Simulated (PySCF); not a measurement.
# CH2F2: the cost of one run

The runs use PySCF 2.14.0, with density-fitted response routines of our own; the level of theory stands in each step. All values are computed, except where a source is named. Atoms count from 0, in the outputs and in this text.

### 1 The molecule as given

5 atoms, charge 0, multiplicity 1; geometry from: MMFF94s.

Bonds of the start (Å): F0–C1 1.35, C1–F2 1.35, C1–H3 1.09, C1–H4 1.09.

### 2 Geometry optimisation at PBE0-D3(BJ)/def2-SVP

What the job is given:

```
{"job": {"xc": "PBE0", "basis": "def2-SVP", "d3": "d3bj", "grid": 1, "kind": "geom"}, "charge": 0, "multiplicity": 1}
F     -1.066473    -0.758159    -0.069000
C     -0.002292     0.075576     0.008317
F      1.110385    -0.689792    -0.090343
H     -0.008927     0.587835     0.972518
H     -0.032694     0.784541    -0.821491
```

Command:

```bash
$ OMP_NUM_THREADS=1 python probes_run.py task.json out
```

The driver reads the jobs from task.json and runs them one after another.

**Question.** How long does this first job take on 1 thread of Arm Neoverse V1, shared host, and how much memory does it need?

About 4.2 s, with a peak of 0.26 GiB.
